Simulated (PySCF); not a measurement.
Reproducing measurements on thioketene

**The experiment to reproduce.**

From NIST CCCBDB Release 22 (SRD 101), experimental dipoles, for the gas: dipole moment 1.02 D.

The runs below try to reproduce these values; the comparison stands at the end.

Species: thioketene, C2H2S.
SMILES with atom numbers: `[CH2:1]=[C:2]=[S:3]` (hydrogens: H4, H5 on C1)

Cartesian coordinates in Å at the PBE0-D3(BJ)/def2-TZVP level; atoms count from 1:
```xyz
5
C2H2S angstrom
C     -0.6192    0.0337    0.1933
C      0.6776    0.0457    0.0659
S      2.2203    0.0615   -0.0926
H     -1.1323    0.8656    0.6612
H     -1.1994   -0.8095   -0.1622
```

Runs made with PySCF (gas phase, on this PBE0-D3(BJ)/def2-TZVP geometry; no spin–orbit coupling):

```tsv
level	job	basis functions	wall time
PBE0-D3(BJ)/def2-TZVP, grid level 2	geometry optimisation from a GFN2-xTB start shaken at random	111	9.7 s
PBE0/pcSseg-2	shieldings, charges and field gradients	143	4.9 s
CAM-B3LYP/aug-cc-pVTZ	10 singlets by full TDDFT, 4 Tamm–Dancoff triplets, polarisability	188	6.0 s
PBE0/aug-cc-pVTZ	10 singlets by full TDDFT, 4 Tamm–Dancoff triplets, polarisability, dynamic polarisability	188	5.6 s
wB97X-D/aug-cc-pVTZ	10 singlets by full TDDFT, 4 Tamm–Dancoff triplets, polarisability, ΔSCF ions	188	18 s
```

Hardware: Intel Xeon 6975P-C, one thread, no GPU, shared host.

Results beside the measurements:

**Dipole moment.** Measured: 1.02 D (NIST CCCBDB Release 22 (SRD 101), experimental dipoles).

```json
{"level": "PBE0-D3(BJ)/def2-TZVP", "computed (D)": "1.07", "computed − measured (D)": "+0.05", "% (from the printed values)": "+5"}
{"level": "PBE0/pcSseg-2", "computed (D)": "1.11", "computed − measured (D)": "+0.09", "% (from the printed values)": "+9"}
{"level": "CAM-B3LYP/aug-cc-pVTZ", "computed (D)": "1.14", "computed − measured (D)": "+0.12", "% (from the printed values)": "+12"}
{"level": "PBE0/aug-cc-pVTZ", "computed (D)": "1.12", "computed − measured (D)": "+0.10", "% (from the printed values)": "+10"}
{"level": "wB97X-D/aug-cc-pVTZ", "computed (D)": "1.18", "computed − measured (D)": "+0.16", "% (from the printed values)": "+16"}
```

Closest is PBE0-D3(BJ)/def2-TZVP (+0.05 D), furthest wB97X-D/aug-cc-pVTZ (+0.16 D); one molecule doesn't rank methods. All 5 levels lie above the measurement. The computed dipoles belong to one fixed geometry; measured ones are averaged over vibrations unless marked μe. Magnitudes are compared, not signs.

No measured geometry was used, and the causes of the misses weren't examined.
